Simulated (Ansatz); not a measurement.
```yaml
crystal:
  periodic: [false, false, false]
  atoms:
    - {symbol: P, position_ang: [-1.877486, -0.667752, -0.006078]}
    - {symbol: Ge, position_ang: [0.008344, 0.514273, 0.004235]}
    - {symbol: S, position_ang: [1.790323, -0.585625, -0.004266]}
    - {symbol: H, position_ang: [0.138852, 2.087469, 0.017224]}
basis:
  gaussian: {orbitals: def2-TZVP}
magnetization: {spin_polarized: true, initial_magnetization: 2}
hamiltonian: {xc: pbe0}
relax: {f_tol: 0.004, max_steps: 80}
```

```sh
$ ansatz run in.yaml --threads 1 --pin off --events-out ev --progress --plain --max-ram 2176MiB
```

Steps of the relaxation (energy above the last step; positions in Å, forces in eV/Å):

```
4
step 1, 70.4 meV
P    -1.877   -0.668   -0.006   -0.208    0.018    0.000
Ge    0.008    0.514    0.004    1.193    0.184    0.002
S     1.790   -0.586   -0.004   -0.681    0.350    0.003
H     0.139    2.087    0.017   -0.303   -0.552   -0.005
```

```
4
step 2, 11.4 meV
P    -1.867   -0.603   -0.006   -0.253   -0.073   -0.001
Ge    0.078    0.505    0.004    0.330    0.055    0.001
S     1.804   -0.611   -0.004   -0.101    0.166    0.001
H     0.045    2.057    0.017    0.025   -0.148   -0.001
```

```
4
step 3, 1.1 meV
P    -1.911   -0.581   -0.005    0.029    0.046    0.000
Ge    0.094    0.485    0.004   -0.106   -0.072   -0.001
S     1.834   -0.581   -0.004    0.075   -0.010    0.000
H     0.044    2.026    0.017    0.001    0.036    0.000
```

```
4
step 4, 0.0 meV
P    -1.923   -0.564   -0.005    0.008    0.000    0.000
Ge    0.094    0.471    0.004    0.017   -0.039    0.000
S     1.853   -0.572   -0.004   -0.028    0.017    0.000
H     0.037    2.013    0.017    0.004    0.022    0.000
```

```
4
step 6, 0.0 meV
P    -1.922   -0.566   -0.005    0.000    0.000    0.000
Ge    0.093    0.471    0.004    0.001   -0.001    0.000
S     1.850   -0.572   -0.004    0.000    0.000    0.000
H     0.039    2.015    0.017    0.000    0.001    0.000
```

Close pairs at the end: Ge2–H4 1.544 Å, Ge2–S3 2.043 Å, P1–Ge2 2.267 Å.

A stationary point of unrestricted PBE0 after 6 steps, with ⟨S²⟩ = 2.032 against 2.00 for a pure state; no frequencies were run, so it isn't proven a minimum. 77 s on 1 thread of Arm Neoverse V2, shared host.
